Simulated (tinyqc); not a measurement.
Worked calculation: CIS on RHF in the sto-3g basis, for H2O, spin multiplicity 1. Computed by tinyqc, a small Python program that keeps every step (integrals from PySCF). Settings: charge = 0, multiplicity = 1, basis = sto-3g, method = RHF, energy threshold = 1e-10, iteration cap = 63, orthogonalisation = canonical, start = core, DIIS depth = 6. Command: `OMP_NUM_THREADS=1 python tinyqc.py 30239 30240 out.jsonl` (the two numbers bound the seeds that draw the settings). One thread of a shared host (Intel(R) Xeon(R) Processor @ 2.60GHz), about 0.06 s of CPU time with the checks. The early iterations of the SCF are left out here.

## One-electron integrals

Geometry (angstrom):
```
atom       x        y       z
O     0.0000   0.0000  0.0000
H     0.0000   0.7570  0.5060
H     0.0000  -0.7570  0.5060
```

Basis sto-3g: exponents (1/bohr^2) and contraction coefficients of normalised primitives:
```
element  l (shell)  exponent  coefficient
O            s (1)  130.7093       0.1543
O            s (1)   23.8089       0.5353
O            s (1)    6.4436       0.4446
O            s (2)    5.0332      -0.1000
O            s (2)    1.1696       0.3995
O            s (2)    0.3804       0.7001
O            p (3)    5.0332       0.1559
O            p (3)    1.1696       0.6077
O            p (3)    0.3804       0.3920
H            s (1)    3.4253       0.1543
H            s (1)    0.6239       0.5353
H            s (1)    0.1689       0.4446
```

Overlap, kinetic and nuclear-attraction integrals over the contracted functions; the nuclear repulsion is the sum of Za Zb / Rab.

nuclear repulsion = 9.648209 hartree

overlap S, order 1O 1s, 1O 2s, 1O 2px, 1O 2py, 1O 2pz, 2H 1s, 3H 1s:
```
[[1.0000, 0.2367, 0.0000, 0.0000, 0.0000, 0.0603, 0.0603],
 [0.2367, 1.0000, 0.0000, 0.0000, 0.0000, 0.5059, 0.5059],
 [0.0000, 0.0000, 1.0000, 0.0000, 0.0000, 0.0000, 0.0000],
 [0.0000, 0.0000, 0.0000, 1.0000, 0.0000, 0.3401, -0.3401],
 [0.0000, 0.0000, 0.0000, 0.0000, 1.0000, 0.2274, 0.2274],
 [0.0603, 0.5059, 0.0000, 0.3401, 0.2274, 1.0000, 0.2517],
 [0.0603, 0.5059, 0.0000, -0.3401, 0.2274, 0.2517, 1.0000]]
```

kinetic energy T (hartree), order 1O 1s, 1O 2s, 1O 2px, 1O 2py, 1O 2pz, 2H 1s, 3H 1s:
```
[[29.0032, -0.1680, 0.0000, 0.0000, 0.0000, 0.0012, 0.0012],
 [-0.1680, 0.8081, 0.0000, 0.0000, 0.0000, 0.1523, 0.1523],
 [0.0000, 0.0000, 2.5287, 0.0000, 0.0000, 0.0000, 0.0000],
 [0.0000, 0.0000, 0.0000, 2.5287, 0.0000, 0.2672, -0.2672],
 [0.0000, 0.0000, 0.0000, 0.0000, 2.5287, 0.1786, 0.1786],
 [0.0012, 0.1523, 0.0000, 0.2672, 0.1786, 0.7600, 0.0085],
 [0.0012, 0.1523, 0.0000, -0.2672, 0.1786, 0.0085, 0.7600]]
```

nuclear attraction V (hartree), order 1O 1s, 1O 2s, 1O 2px, 1O 2py, 1O 2pz, 2H 1s, 3H 1s:
```
[[-61.7808, -7.4582, 0.0000, 0.0000, -0.0191, -1.9577, -1.9577],
 [-7.4582, -10.1937, 0.0000, 0.0000, -0.2200, -4.1957, -4.1957],
 [0.0000, 0.0000, -10.0277, 0.0000, 0.0000, 0.0000, 0.0000],
 [0.0000, 0.0000, 0.0000, -10.2203, 0.0000, -2.5205, 2.5205],
 [-0.0191, -0.2200, 0.0000, 0.0000, -10.1138, -1.7558, -1.7558],
 [-1.9577, -4.1957, 0.0000, -2.5205, -1.7558, -6.0212, -1.6854],
 [-1.9577, -4.1957, 0.0000, 2.5205, -1.7558, -1.6854, -6.0212]]
```

core Hamiltonian H = T + V (hartree), order 1O 1s, 1O 2s, 1O 2px, 1O 2py, 1O 2pz, 2H 1s, 3H 1s:
```
[[-32.7776, -7.6262, 0.0000, 0.0000, -0.0191, -1.9564, -1.9564],
 [-7.6262, -9.3856, 0.0000, 0.0000, -0.2200, -4.0434, -4.0434],
 [0.0000, 0.0000, -7.4990, 0.0000, 0.0000, 0.0000, 0.0000],
 [0.0000, 0.0000, 0.0000, -7.6916, 0.0000, -2.2533, 2.2533],
 [-0.0191, -0.2200, 0.0000, 0.0000, -7.5850, -1.5772, -1.5772],
 [-1.9564, -4.0434, 0.0000, -2.2533, -1.5772, -5.2611, -1.6769],
 [-1.9564, -4.0434, 0.0000, 2.2533, -1.5772, -1.6769, -5.2611]]
```

## Two-electron integrals

Functions are numbered as in S; the eight-fold symmetry (ij|kl) = (ji|kl) = (kl|ij) leaves the list below.

Two-electron integrals (ij|kl) in chemists' order, unique and non-zero (hartree):
```
(11|11) 4.7851      (21|11) 0.7414      (21|21) 0.1369      (22|11) 1.1189
(22|21) 0.2566      (22|22) 0.8172      (31|31) 0.0245      (32|31) 0.0378
(32|32) 0.1805      (33|11) 1.1158      (33|21) 0.2567      (33|22) 0.8170
(33|33) 0.8802      (41|41) 0.0245      (42|41) 0.0378      (42|42) 0.1805
(43|43) 0.0474      (44|11) 1.1158      (44|21) 0.2567      (44|22) 0.8170
(44|33) 0.7853      (44|44) 0.8802      (51|51) 0.0245      (52|51) 0.0378
(52|52) 0.1805      (53|53) 0.0474      (54|54) 0.0474      (55|11) 1.1158
(55|21) 0.2567      (55|22) 0.8170      (55|33) 0.7853      (55|44) 0.7853
(55|55) 0.8802      (61|11) 0.1921      (61|21) 0.0351      (61|22) 0.0653
(61|33) 0.0652      (61|41) 0.0013      (61|42) 0.0025      (61|44) 0.0655
(61|51) 0.0009      (61|52) 0.0017      (61|54) 1.72e-04    (61|55) 0.0653
(61|61) 0.0091      (62|11) 0.4371      (62|21) 0.1014      (62|22) 0.3539
(62|33) 0.3481      (62|41) 0.0063      (62|42) 0.0465      (62|44) 0.3598
(62|51) 0.0042      (62|52) 0.0311      (62|54) 0.0078      (62|55) 0.3533
(62|61) 0.0265      (62|62) 0.1849      (63|31) 0.0110      (63|32) 0.0625
(63|43) 0.0098      (63|53) 0.0066      (63|63) 0.0273      (64|11) 0.2507
(64|21) 0.0589      (64|22) 0.2198      (64|33) 0.2097      (64|41) 0.0142
(64|42) 0.0902      (64|44) 0.2365      (64|51) 0.0022      (64|52) 0.0185
(64|54) 0.0114      (64|55) 0.2129      (64|61) 0.0161      (64|62) 0.1395
(64|64) 0.1315      (65|11) 0.1675      (65|21) 0.0394      (65|22) 0.1469
(65|33) 0.1401      (65|41) 0.0022      (65|42) 0.0185      (65|44) 0.1450
(65|51) 0.0124      (65|52) 0.0749      (65|54) 0.0131      (65|55) 0.1554
(65|61) 0.0108      (65|62) 0.0932      (65|64) 0.0696      (65|65) 0.0739
(66|11) 0.5549      (66|21) 0.1308      (66|22) 0.5203      (66|33) 0.4991
(66|41) 0.0111      (66|42) 0.1110      (66|44) 0.5427      (66|51) 0.0074
(66|52) 0.0742      (66|54) 0.0291      (66|55) 0.5186      (66|61) 0.0345
(66|62) 0.3322      (66|64) 0.2866      (66|65) 0.1915      (66|66) 0.7746
(71|11) 0.1921      (71|21) 0.0351      (71|22) 0.0653      (71|33) 0.0652
(71|41) -0.0013     (71|42) -0.0025     (71|44) 0.0655      (71|51) 0.0009
(71|52) 0.0017      (71|54) -1.72e-04   (71|55) 0.0653      (71|61) 0.0090
(71|62) 0.0256      (71|64) 0.0141      (71|65) 0.0104      (71|66) 0.0328
(71|71) 0.0091      (72|11) 0.4371      (72|21) 0.1014      (72|22) 0.3539
(72|33) 0.3481      (72|41) -0.0063     (72|42) -0.0465     (72|44) 0.3598
(72|51) 0.0042      (72|52) 0.0311      (72|54) -0.0078     (72|55) 0.3533
(72|61) 0.0256      (72|62) 0.1503      (72|64) 0.0779      (72|65) 0.0736
(72|66) 0.2230      (72|71) 0.0265      (72|72) 0.1849      (73|31) 0.0110
(73|32) 0.0625      (73|43) -0.0098     (73|53) 0.0066      (73|63) 0.0215
(73|73) 0.0273      (74|11) -0.2507     (74|21) -0.0589     (74|22) -0.2198
(74|33) -0.2097     (74|41) 0.0142      (74|42) 0.0902      (74|44) -0.2365
(74|51) -0.0022     (74|52) -0.0185     (74|54) 0.0114      (74|55) -0.2129
(74|61) -0.0141     (74|62) -0.0779     (74|64) -0.0192     (74|65) -0.0372
(74|66) -0.1009     (74|71) -0.0161     (74|72) -0.1395     (74|74) 0.1315
(75|11) 0.1675      (75|21) 0.0394      (75|22) 0.1469      (75|33) 0.1401
(75|41) -0.0022     (75|42) -0.0185     (75|44) 0.1450      (75|51) 0.0124
(75|52) 0.0749      (75|54) -0.0131     (75|55) 0.1554      (75|61) 0.0104
(75|62) 0.0736      (75|64) 0.0372      (75|65) 0.0570      (75|66) 0.1200
(75|71) 0.0108      (75|72) 0.0932      (75|74) -0.0696     (75|75) 0.0739
(76|11) 0.1692      (76|21) 0.0395      (76|22) 0.1477      (76|33) 0.1447
(76|44) 0.1479      (76|51) 0.0027      (76|52) 0.0228      (76|55) 0.1504
(76|61) 0.0102      (76|62) 0.0747      (76|64) 0.0485      (76|65) 0.0424
(76|66) 0.1344      (76|71) 0.0102      (76|72) 0.0747      (76|74) -0.0485
(76|75) 0.0424      (76|76) 0.0358      (77|11) 0.5549      (77|21) 0.1308
(77|22) 0.5203      (77|33) 0.4991      (77|41) -0.0111     (77|42) -0.1110
(77|44) 0.5427      (77|51) 0.0074      (77|52) 0.0742      (77|54) -0.0291
(77|55) 0.5186      (77|61) 0.0328      (77|62) 0.2230      (77|64) 0.1009
(77|65) 0.1200      (77|66) 0.3429      (77|71) 0.0345      (77|72) 0.3322
(77|74) -0.2866     (77|75) 0.1915      (77|76) 0.1344      (77|77) 0.7746
```

## Orthogonalisation

S = U s U^T; canonical form X = U s^(-1/2), so that X^T S X = 1. Each column of U has its largest component positive (the first on a tie).

eigenvalues of S: [0.3131, 0.3769, 0.8926, 1.0000, 1.0814, 1.3714, 1.9646]

X, order 1O 1s, 1O 2s, 1O 2px, 1O 2py, 1O 2pz, 2H 1s, 3H 1s:
```
[[-0.2968, 0.0000, 0.7691, 0.0000, -0.6081, 0.0000, 0.1508],
 [1.2624, 0.0000, -0.2719, 0.0000, -0.2705, 0.0000, 0.4257],
 [0.0000, 0.0000, 0.0000, 1.0000, 0.0000, 0.0000, 0.0000],
 [0.0000, 0.9954, 0.0000, 0.0000, 0.0000, 0.6759, 0.0000],
 [0.5214, 0.0000, 0.6397, 0.0000, 0.6729, 0.0000, 0.1747],
 [-0.7876, -0.9116, -0.1511, 0.0000, 0.1205, 0.3690, 0.3705],
 [-0.7876, 0.9116, -0.1511, 0.0000, 0.1205, -0.3690, 0.3705]]
```

## Iteration 8 (converged): orbitals

converged F (hartree), order 1O 1s, 1O 2s, 1O 2px, 1O 2py, 1O 2pz, 2H 1s, 3H 1s:
```
[[-20.2155, -5.1618, 0.0000, 0.0000, -0.0300, -1.3326, -1.3326],
 [-5.1618, -2.4552, 0.0000, 0.0000, -0.1368, -1.1038, -1.1038],
 [0.0000, 0.0000, -0.3885, 0.0000, 0.0000, 0.0000, 0.0000],
 [0.0000, 0.0000, 0.0000, -0.3651, 0.0000, -0.4233, 0.4233],
 [-0.0300, -0.1368, 0.0000, 0.0000, -0.3703, -0.3505, -0.3505],
 [-1.3326, -1.1038, 0.0000, -0.4233, -0.3505, -0.6370, -0.4218],
 [-1.3326, -1.1038, 0.0000, 0.4233, -0.3505, -0.4218, -0.6370]]
```

Diagonalise F' = X^T F X, C = X C', fill 5 alpha and 5 beta electrons from the bottom; D = 2 C_occ C_occ^T. Each column has its largest component positive (the first on a tie).

F' = X^T F X (hartree):
```
[[0.3094, 0.0000, 1.4076, 0.0000, -0.9320, 0.0000, 0.0559],
 [0.0000, 0.8171, 0.0000, 0.0000, 0.0000, 0.1099, 0.0000],
 [1.4076, 0.0000, -9.5873, 0.0000, 8.9247, 0.0000, -3.9805],
 [0.0000, 0.0000, 0.0000, -0.3885, 0.0000, 0.0000, 0.0000],
 [-0.9320, 0.0000, 8.9247, 0.0000, -9.0553, 0.0000, 3.9824],
 [0.0000, 0.1099, 0.0000, 0.0000, 0.0000, -0.6477, 0.0000],
 [0.0559, 0.0000, -3.9805, 0.0000, 3.9824, 0.0000, -2.9757]]
```

orbital energies (hartree): [-20.2246, -1.2829, -0.6559, -0.4392, -0.3885, 0.6378, 0.8253]

coefficients C, order 1O 1s, 1O 2s, 1O 2px, 1O 2py, 1O 2pz, 2H 1s, 3H 1s:
```
[[0.9940, -0.2319, 0.0000, 0.0994, 0.0000, -0.1425, 0.0000],
 [0.0277, 0.8185, 0.0000, -0.5217, 0.0000, 0.9895, 0.0000],
 [0.0000, 0.0000, 0.0000, 0.0000, 1.0000, 0.0000, 0.0000],
 [0.0000, 0.0000, 0.6000, 0.0000, 0.0000, 0.0000, 1.0429],
 [0.0045, 0.1361, 0.0000, 0.8129, 0.0000, 0.6964, 0.0000],
 [-0.0066, 0.1631, 0.4358, 0.2483, 0.0000, -0.8407, -0.8817],
 [-0.0066, 0.1631, -0.4358, 0.2483, 0.0000, -0.8407, 0.8817]]
```

D after iteration 8, order 1O 1s, 1O 2s, 1O 2px, 1O 2py, 1O 2pz, 2H 1s, 3H 1s:
```
[[2.1033, -0.4281, 0.0000, 0.0000, 0.1074, -0.0393, -0.0393],
 [-0.4281, 1.8856, 0.0000, 0.0000, -0.6251, 0.0075, 0.0075],
 [0.0000, 0.0000, 2.0000, 0.0000, 0.0000, 0.0000, 0.0000],
 [0.0000, 0.0000, 0.0000, 0.7199, 0.0000, 0.5230, -0.5230],
 [0.1074, -0.6251, 0.0000, 0.0000, 1.3587, 0.4479, 0.4479],
 [-0.0393, 0.0075, 0.0000, 0.5230, 0.4479, 0.5564, -0.2034],
 [-0.0393, 0.0075, 0.0000, -0.5230, 0.4479, -0.2034, 0.5564]]
```

## Convergence

Stop when the energy changes by less than 1e-10 hartree and every element of the error matrix X^T (F D S - S D F) X is below 3e-06.

Course of the cycle:
```
iteration  E (hartree)     change  largest element of the error matrix
1           -73.215023          -                             1.08e+00
2           -74.942191  -1.73e+00                             7.76e-02
3           -74.945604  -3.41e-03                             1.70e-02
4           -74.945942  -3.38e-04                             4.14e-03
5           -74.945964  -2.20e-05                             6.14e-04
6           -74.945965  -5.21e-07                             4.48e-05
7           -74.945965  -1.02e-09                             2.86e-07
8           -74.945965     0.0000                             3.52e-09
```

PySCF RHF in the same basis = -74.945965 hartree

Converged in 8 iterations.

## Integrals over molecular orbitals

(pq|rs) = sum C_ip C_jq C_kr C_ls (ij|kl), one index at a time.

one-electron integrals over orbitals h = C^T H C (hartree):
```
[[-32.7594, 0.5590, 0.0000, -0.2271, 0.0000, 0.3307, 0.0000],
 [0.5590, -7.7146, 0.0000, 0.3736, 0.0000, -1.4230, 0.0000],
 [0.0000, 0.0000, -6.4870, 0.0000, 0.0000, 0.0000, -1.7228],
 [-0.2271, 0.3736, 0.0000, -7.1430, 0.0000, -0.9596, 0.0000],
 [0.0000, 0.0000, 0.0000, 0.0000, -7.4990, 0.0000, 0.0000],
 [0.3307, -1.4230, 0.0000, -0.9596, 0.0000, -5.2791, 0.0000],
 [0.0000, 0.0000, -1.7228, 0.0000, 0.0000, 0.0000, -5.6508]]
```

Two-electron integrals over orbitals (pq|rs), unique and non-zero (hartree):
```
(11|11) 4.7435      (21|11) -0.4149     (21|21) 0.0577      (22|11) 1.0031
(22|21) -0.0126     (22|22) 0.7294      (31|31) 0.0110      (32|31) 0.0181
(32|32) 0.1496      (33|11) 0.8102      (33|21) -0.0044     (33|22) 0.6524
(33|33) 0.6450      (41|11) 0.1770      (41|21) -0.0212     (41|22) 0.0164
(41|33) 0.0064      (41|41) 0.0285      (42|11) -0.1125     (42|21) 0.0091
(42|22) 0.0125      (42|33) 0.0078      (42|41) 0.0206      (42|42) 0.1229
(43|31) -0.0033     (43|32) 0.0174      (43|43) 0.0437      (44|11) 1.0287
(44|21) -0.0142     (44|22) 0.6855      (44|33) 0.6108      (44|41) -0.0126
(44|42) -0.1050     (44|44) 0.8171      (51|51) 0.0261      (52|51) 0.0324
(52|52) 0.1437      (53|53) 0.0296      (54|51) -0.0130     (54|52) -0.0447
(54|54) 0.0568      (55|11) 1.1153      (55|21) -0.0116     (55|22) 0.7471
(55|33) 0.6366      (55|41) 0.0049      (55|42) -0.0602     (55|44) 0.7443
(55|55) 0.8802      (61|11) -0.2572     (61|21) 0.0383      (61|22) -0.0017
(61|33) -4.97e-04   (61|41) -0.0016     (61|42) 0.0194      (61|44) -0.0193
(61|55) -0.0066     (61|61) 0.0329      (62|11) 0.3199      (62|21) -0.0073
(62|22) 0.1430      (62|33) 0.0751      (62|41) 0.0182      (62|42) 0.0199
(62|44) 0.1020      (62|55) 0.1631      (62|61) 0.0043      (62|62) 0.1024
(63|31) 0.0030      (63|32) -0.0460     (63|43) -0.0257     (63|63) 0.0742
(64|11) 0.1934      (64|21) -0.0014     (64|22) 0.0864      (64|33) 0.0398
(64|41) 0.0045      (64|42) -0.0149     (64|44) 0.1078      (64|55) 0.1004
(64|61) 0.0016      (64|62) 0.0612      (64|64) 0.0557      (65|51) 0.0171
(65|52) 0.0629      (65|54) -0.0043     (65|65) 0.0405      (66|11) 0.7933
(66|21) -0.0068     (66|22) 0.6121      (66|33) 0.5745      (66|41) 0.0219
(66|42) 0.0629      (66|44) 0.5456      (66|55) 0.5858      (66|61) 0.0070
(66|62) 0.0913      (66|64) 0.0422      (66|66) 0.5929      (71|31) 0.0159
(71|32) 0.0242      (71|43) -0.0050     (71|63) 0.0038      (71|71) 0.0230
(72|31) 0.0137      (72|32) 0.0374      (72|43) -0.0322     (72|63) 0.0362
(72|71) 0.0187      (72|72) 0.0602      (73|11) 0.3641      (73|21) -0.0077
(73|22) 0.1359      (73|33) 0.0932      (73|41) -0.0010     (73|42) -0.0699
(73|44) 0.1697      (73|55) 0.1878      (73|61) -0.0072     (73|62) 0.0799
(73|64) 0.0659      (73|66) 0.0362      (73|73) 0.1482      (74|31) -0.0096
(74|32) -0.0744     (74|43) 0.0084      (74|63) 0.0414      (74|71) -0.0135
(74|72) -0.0170     (74|74) 0.0647      (75|53) 0.0237      (75|75) 0.0245
(76|31) 0.0101      (76|32) 0.1055      (76|43) 0.0416      (76|63) -0.0691
(76|71) 0.0138      (76|72) -0.0094     (76|74) -0.0556     (76|76) 0.1200
(77|11) 0.8909      (77|21) -0.0101     (77|22) 0.6309      (77|33) 0.6203
(77|41) 0.0039      (77|42) -0.0140     (77|44) 0.6222      (77|55) 0.6341
(77|61) -0.0062     (77|62) 0.0722      (77|64) 0.0383      (77|66) 0.5676
(77|73) 0.0993      (77|77) 0.6299
```

## CIS matrix, singlets

A(ia,jb) = (e_a - e_i) d_ij d_ab + 2 (ia|jb) - (ij|ab).

CIS matrix A, singlet (hartree), order 1>6, 1>7, 2>6, 2>7, 3>6, 3>7, 4>6, 4>7, 5>6, 5>7:
```
[[20.1348, 0.0000, 0.0155, 0.0000, 0.0000, -0.0245, -0.0187, 0.0000, 0.0000, 0.0000],
 [0.0000, 20.2051, 0.0000, 0.0475, -0.0025, 0.0000, 0.0000, -0.0310, 0.0000, 0.0000],
 [0.0155, 0.0000, 1.5135, 0.0000, 0.0000, 0.0543, 0.0596, 0.0000, 0.0000, 0.0000],
 [0.0000, 0.0475, 0.0000, 1.5978, -0.0331, 0.0000, 0.0000, -0.0200, 0.0000, 0.0000],
 [0.0000, -0.0025, 0.0000, -0.0331, 0.8677, 0.0000, 0.0000, 0.0411, 0.0000, 0.0000],
 [-0.0245, 0.0000, 0.0543, 0.0000, 0.0000, 1.1572, 0.0902, 0.0000, 0.0000, 0.0000],
 [-0.0187, 0.0000, 0.0596, 0.0000, 0.0000, 0.0902, 0.6429, 0.0000, 0.0000, 0.0000],
 [0.0000, -0.0310, 0.0000, -0.0200, 0.0411, 0.0000, 0.0000, 0.7718, 0.0000, 0.0000],
 [0.0000, 0.0000, 0.0000, 0.0000, 0.0000, 0.0000, 0.0000, 0.0000, 0.5214, 0.0000],
 [0.0000, 0.0000, 0.0000, 0.0000, 0.0000, 0.0000, 0.0000, 0.0000, 0.0000, 0.6288]]
```

## CIS singlet states

dipole integrals <i|r|a> (bohr), order 1>6, 1>7, 2>6, 2>7, 3>6, 3>7, 4>6, 4>7, 5>6, 5>7:
```
[[0.0000, 0.0000, 0.0401],
 [0.0000, 0.0577, 0.0000],
 [0.0000, 0.0000, -0.1045],
 [0.0000, -0.1749, 0.0000],
 [0.0000, -0.8611, 0.0000],
 [0.0000, 0.0000, -0.5712],
 [0.0000, 0.0000, -0.3647],
 [0.0000, -0.6103, 0.0000],
 [0.0808, 0.0000, 0.0000],
 [0.0000, 0.0000, 0.0000]]
```

Diagonalise A (1 hartree = 27.211386 eV); each vector has its largest component positive (the first on a tie). The transition dipole is mu = sqrt2 sum c_ia <i|r|a>.

singlet excitation energies (eV): [14.1878, 16.9992, 17.1104, 20.5851, 23.9696, 31.5978, 41.5672, 43.5310, 547.8973, 549.8124]

lowest vectors, order 1>6, 1>7, 2>6, 2>7, 3>6, 3>7, 4>6, 4>7, 5>6, 5>7:
```
[[0.0000, 0.0008, 0.0000, 0.0000, 0.0000, 0.0015],
 [0.0000, 0.0000, 0.0000, 0.0014, 0.0005, 0.0000],
 [0.0000, -0.0562, 0.0000, 0.0000, 0.0000, -0.1753],
 [0.0000, 0.0000, 0.0000, 0.0086, 0.0528, 0.0000],
 [0.0000, 0.0000, 0.0000, -0.3446, 0.9376, 0.0000],
 [0.0000, -0.1611, 0.0000, 0.0000, 0.0000, 0.9732],
 [0.0000, 0.9853, 0.0000, 0.0000, 0.0000, 0.1491],
 [0.0000, 0.0000, 0.0000, 0.9387, 0.3437, 0.0000],
 [1.0000, 0.0000, 0.0000, 0.0000, 0.0000, 0.0000],
 [0.0000, 0.0000, 1.0000, 0.0000, 0.0000, 0.0000]]
```

oscillator strengths 2/3 w |mu|^2: [0.0045, 0.0569, 0.0000, 0.0777, 1.2371, 0.5424]

## CIS matrix, triplets

A(ia,jb) = (e_a - e_i) d_ij d_ab - (ij|ab).

CIS matrix A, triplet (hartree), order 1>6, 1>7, 2>6, 2>7, 3>6, 3>7, 4>6, 4>7, 5>6, 5>7:
```
[[20.0691, 0.0000, 0.0068, 0.0000, 0.0000, -0.0101, -0.0219, 0.0000, 0.0000, 0.0000],
 [0.0000, 20.1590, 0.0000, 0.0101, -0.0101, 0.0000, 0.0000, -0.0039, 0.0000, 0.0000],
 [0.0068, 0.0000, 1.3086, 0.0000, 0.0000, -0.1055, -0.0629, 0.0000, 0.0000, 0.0000],
 [0.0000, 0.0101, 0.0000, 1.4773, -0.1055, 0.0000, 0.0000, 0.0140, 0.0000, 0.0000],
 [0.0000, -0.0101, 0.0000, -0.1055, 0.7193, 0.0000, 0.0000, -0.0416, 0.0000, 0.0000],
 [-0.0101, 0.0000, -0.1055, 0.0000, 0.0000, 0.8609, -0.0416, 0.0000, 0.0000, 0.0000],
 [-0.0219, 0.0000, -0.0629, 0.0000, 0.0000, -0.0416, 0.5314, 0.0000, 0.0000, 0.0000],
 [0.0000, -0.0039, 0.0000, 0.0140, -0.0416, 0.0000, 0.0000, 0.6423, 0.0000, 0.0000],
 [0.0000, 0.0000, 0.0000, 0.0000, 0.0000, 0.0000, 0.0000, 0.0000, 0.4405, 0.0000],
 [0.0000, 0.0000, 0.0000, 0.0000, 0.0000, 0.0000, 0.0000, 0.0000, 0.0000, 0.5797]]
```

## CIS triplet states

Diagonalise A (1 hartree = 27.211386 eV); each vector has its largest component positive (the first on a tie).

triplet excitation energies (eV): [11.9856, 14.1155, 15.7752, 16.9518, 19.6946, 23.0344, 36.3450, 40.6036, 546.1085, 548.5538]

lowest vectors, order 1>6, 1>7, 2>6, 2>7, 3>6, 3>7, 4>6, 4>7, 5>6, 5>7:
```
[[0.0000, 0.0011, 0.0000, 0.0000, 0.0000, 0.0002],
 [0.0000, 0.0000, 0.0000, 0.0004, 0.0003, 0.0000],
 [0.0000, 0.0983, 0.0000, 0.0000, 0.0000, 0.1977],
 [0.0000, 0.0000, 0.0000, 0.0386, 0.1328, 0.0000],
 [0.0000, 0.0000, 0.0000, 0.4320, 0.8915, 0.0000],
 [0.0000, 0.1501, 0.0000, 0.0000, 0.0000, 0.9659],
 [0.0000, 0.9838, 0.0000, 0.0000, 0.0000, -0.1671],
 [0.0000, 0.0000, 0.0000, 0.9011, -0.4331, 0.0000],
 [1.0000, 0.0000, 0.0000, 0.0000, 0.0000, 0.0000],
 [0.0000, 0.0000, 1.0000, 0.0000, 0.0000, 0.0000]]
```
